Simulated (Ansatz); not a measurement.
# AlBeH+ (doublet): from Hartree-Fock to the top rungs, cc-pVDZ

One table from this session's results is given with a row withheld; the runs are named, their logs left out.

Computed with Ansatz 0.2.0, Gaussian basis. Level: cc-pVDZ, core rule «outside noble gas», up to 6 orbitals frozen.

To be run: UHF; CCSD(T) on ROHF; CCSD(T) on UHF; BCCD(T) on ROHF; CISD; CCSDT(Q) on ROHF; CCSDT(Q) on UHF; Full CI.

15 further runs of the same task are left out: 5 for a known fault of the program, 5 that didn't finish, 5 set aside as unsound or not needed.

## What is computed

The geometry is a PBE0/def2-TZVP stationary point (not a proven minimum) of the parent state, kept for this charge and spin.

3 atoms, charge 1, spin multiplicity 2.

Atoms are counted from 1 here; the program's logs count them from 0.

Bond lengths: Al1–H3 1.893 Å, Be2–H3 1.588 Å. Angles: Al1–H3–Be2 83.2°.

The first run:

The input, in.yaml:

```yaml
crystal:
  periodic: [false, false, false]
  atoms:
    - {symbol: Al, position_ang: [0.000000, 0.004393, -0.604351]}
    - {symbol: Be, position_ang: [0.000000, -0.146981, 1.712516]}
    - {symbol: H, position_ang: [0.000000, 1.196574, 0.865926]}
basis:
  gaussian: {orbitals: cc-pVDZ}
total_charge: 1
magnetization: {spin_polarized: true, initial_magnetization: 1}
hamiltonian: {xc: hf}
output: {orbitals: {seedname: orbitals}}
```

Command:

```
$ ansatz run in.yaml --threads 1 --pin off --events-out ev --progress --plain --max-ram 2393MiB
```

Steps of the session up to this table: UHF; CCSD(T) on ROHF; CCSD(T) on UHF; BCCD(T) on ROHF; CISD; CCSDT(Q) on ROHF; CCSDT(Q) on UHF; Full CI.

One of the session's tables, all rows but one given; the rest of the session is left out.

```
   method  from FCI (meV)
     ROHF         +2578.9
      UHF         +2509.9
     RMP2          +789.8
     UMP2               ?
     CISD          +192.1
    RCCSD          +102.5
    UCCSD          +102.1
 RCCSD(T)           +30.9
 UCCSD(T)           +31.9
  BCCD(T)           +30.2
   RCCSDT            +3.2
   UCCSDT            +3.3
RCCSDT(Q)            +0.7
UCCSDT(Q)            +0.6
      FCI               0
```

Q: Estimate the row for UMP2 from the others.

As computed: from FCI (meV): +837.2. In the column «from FCI (meV)» it lies between RMP2 (+789.8) and UHF (+2509.9).

To keep in mind: Levels on UHF freeze UHF's core orbitals, full CI those of ROHF, so the U rows can settle a little off it for that reason alone. Restricted and unrestricted rows rest on different reference determinants; where their highest levels disagree by more than a few hundredths of an eV, they describe different states and don't form one ladder.
